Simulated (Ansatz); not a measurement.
# CHP: the cost of one run

The runs use Ansatz 0.2.0, Gaussian basis; def2-QZVPP, core rule «outside noble gas», up to 6 orbitals frozen.

To be run: UHF; ROHF; CCSD(T) on UHF.

2 further runs of the same task are left out: 2 set aside as unsound or not needed.

## Step 1: What is computed

The geometry is a PBE0/def2-TZVP stationary point (not a proven minimum) of the parent state, kept for this charge and spin.

3 atoms, charge 1, spin multiplicity 2.

Atoms are counted from 1 here; the program's logs count them from 0.

Bond lengths: C1–P2 1.531 Å, C1–H3 1.073 Å. Angles: P2–C1–H3 180.0°.

## Step 2: UHF

in.yaml

```yaml
crystal:
  periodic: [false, false, false]
  atoms:
    - {symbol: C, position_ang: [0.000000, 0.000000, 0.152400]}
    - {symbol: P, position_ang: [0.000000, 0.000000, -1.378200]}
    - {symbol: H, position_ang: [0.000000, 0.000000, 1.225800]}
basis:
  gaussian: {orbitals: "def2-QZVPP.json"}
total_charge: 1
magnetization: {spin_polarized: true, initial_magnetization: 1}
hamiltonian: {xc: hf}
output: {orbitals: {seedname: orbitals}}
```

Run with:

```
$ ansatz run in.yaml --threads 1 --pin off --events-out ev --progress --plain --max-ram 2393MiB
```

Q: Estimate wall time and peak memory on 1 thread of Arm Neoverse N1, shared host.

About 11 s, with a peak of 0.3 GiB.
